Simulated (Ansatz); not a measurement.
**Molecular dynamics of BH$_{5}$OS**

Input:

```yaml
crystal:
  periodic: [false, false, false]
  atoms:
    - { symbol: B, position_ang: [0.127968, 0.223928, 0.275435] }
    - { symbol: O, position_ang: [-0.266872, -0.28012, 1.677307] }
    - { symbol: H, position_ang: [-1.160117, -0.673684, 1.651118] }
    - { symbol: H, position_ang: [1.291596, 0.047273, 0.038319] }
    - { symbol: H, position_ang: [-0.692045, -0.008302, -0.574904] }
    - { symbol: S, position_ang: [-0.122423, 2.222516, 0.813071] }
    - { symbol: H, position_ang: [1.13761, 2.413146, 1.296692] }
    - { symbol: H, position_ang: [-0.423417, 1.083542, 1.843661] }
basis:
  gaussian: { orbitals: def2-mTZVP }
hamiltonian:
  xc: pbe
  dispersion: d4
md:
  timestep: 0.5
  n_steps: 200
  ensemble: nve
  temperature: 300.0
  initial_velocities: maxwell_boltzmann
  seed: 5645
```

Command:

```bash
$ ansatz run input.yaml --threads 1 --pin off --max-ram 2048MiB --backend cpu --events-out ev --progress --plain --runs-dir out
```

It starts at the highest image of a converged band, a first-order saddle point between two minima.

Output, in part (step lines, the closing report, with atoms numbered from 0):

```
md step     0: t =     0.00 fs  T =   300.0 K  F+E_penalty+E_count = -13633.08873420 eV  E_kin = 0.232668 eV  conserved = -13632.85606620 eV  (27 SCF iters)
[... lines left out ...]
Total energy: -13633.24904455 eV, -501.0126614390 hartree
Atom 0 at     0.106226     0.626170     0.250282 Å, force    -1.448343    -0.114382    -0.094174 eV/Å
Atom 1 at    -0.315756    -0.716703     1.945339 Å, force    -2.015046    -0.587313     0.100441 eV/Å
Atom 2 at    -0.905108    -1.340857     1.394363 Å, force     1.029046     1.026124     0.932339 eV/Å
Atom 3 at     1.119244     0.039765     0.257198 Å, force     0.500223    -0.174760    -0.358464 eV/Å
Atom 4 at    -0.961807     0.339431    -0.293559 Å, force     0.726574    -0.367887    -0.019514 eV/Å
Atom 5 at    -0.068241     2.354945     0.657835 Å, force     0.412833     0.462798     0.457084 eV/Å
Atom 6 at     1.159287     2.568988     1.232644 Å, force    -0.088783     0.120710    -0.069470 eV/Å
Atom 7 at    -0.972244    -0.341616     2.617151 Å, force     0.883497    -0.365289    -0.948242 eV/Å
Dipole moment:    -0.219800    -0.321153     0.357614 e Å
```

The steps, from the saved trajectory:

| time (fs) | T (K) | potential energy less start (eV) | conserved less start (meV/atom) |
| --- | --- | --- | --- |
| 0.0 | 300 | 0.000 | 0.00 |
| 3.0 | 143 | 0.123 | 0.23 |
| 6.0 | 197 | 0.081 | 0.08 |
| 9.0 | 102 | 0.155 | 0.17 |
| 12.0 | 275 | 0.020 | 0.13 |
| 15.0 | 397 | -0.075 | 0.03 |
| 18.0 | 581 | -0.218 | 0.00 |
| 21.0 | 613 | -0.242 | 0.09 |
| 24.0 | 532 | -0.178 | 0.20 |
| 27.0 | 607 | -0.238 | 0.01 |
| 30.0 | 579 | -0.217 | -0.10 |
| 33.0 | 488 | -0.145 | 0.18 |
| 36.0 | 553 | -0.197 | -0.14 |
| 39.0 | 678 | -0.295 | -0.25 |
| 42.0 | 451 | -0.115 | 0.26 |
| 45.0 | 696 | -0.310 | -0.34 |
| 48.0 | 586 | -0.222 | -0.07 |
| 51.0 | 470 | -0.130 | 0.22 |
| 54.0 | 719 | -0.327 | -0.30 |
| 57.0 | 441 | -0.107 | 0.26 |
| 60.0 | 482 | -0.141 | 0.05 |
| 63.0 | 409 | -0.085 | -0.03 |
| 66.0 | 274 | 0.023 | 0.39 |
| 69.0 | 350 | -0.039 | 0.03 |
| 72.0 | 422 | -0.095 | -0.01 |
| 75.0 | 318 | -0.011 | 0.44 |
| 78.0 | 535 | -0.183 | -0.12 |
| 81.0 | 490 | -0.147 | 0.08 |
| 84.0 | 353 | -0.039 | 0.33 |
| 87.0 | 510 | -0.165 | -0.28 |
| 90.0 | 184 | 0.092 | 0.25 |
| 93.0 | 255 | 0.036 | 0.14 |
| 96.0 | 427 | -0.101 | -0.28 |
| 99.0 | 321 | -0.015 | 0.21 |

All steps were run. The conserved energy stayed within 0.46 meV per atom of its start (net change -0.14 meV per atom), so the integration is sound. The kinetic energy rose, since the run started high on the potential surface and went downhill. It ends in pieces (BH3S + H2O), so much of that is their flight and rotation, not heat. A run of 0.1 ps of so small a system gives no equilibrium averages. The orbitals stay closed-shell, which can raise the energy where a bond breaks towards radicals; this wasn't checked here.

Between its relaxed ends the band would form B1–S6, O2–H8 and break S6–H8. These pairs go: B1–S6 2.08 → 1.78 Å, O2–H8 1.38 → 1.01 Å, S6–H8 1.57 → 3.45 Å. In the last frame they stand as after the step (other bonds may differ from the relaxed reactants and products). Also parted: B1–O2 1.54 → 2.20 Å. It ends as BH3S + H2O. Pairs count as bonded within 1.25 times the sum of covalent radii (0.12 Å more for H–H).

Last frame:

```xyz
8
Properties=species:S:1:pos:R:3
B 0.106 0.626 0.250
O -0.316 -0.717 1.945
H -0.905 -1.341 1.394
H 1.119 0.040 0.257
H -0.962 0.339 -0.294
S -0.068 2.355 0.658
H 1.159 2.569 1.233
H -0.972 -0.342 2.617
```

Run time: 6.8 min on 1 thread of Arm Neoverse V1 (shared host), peak memory 0.13 GiB.
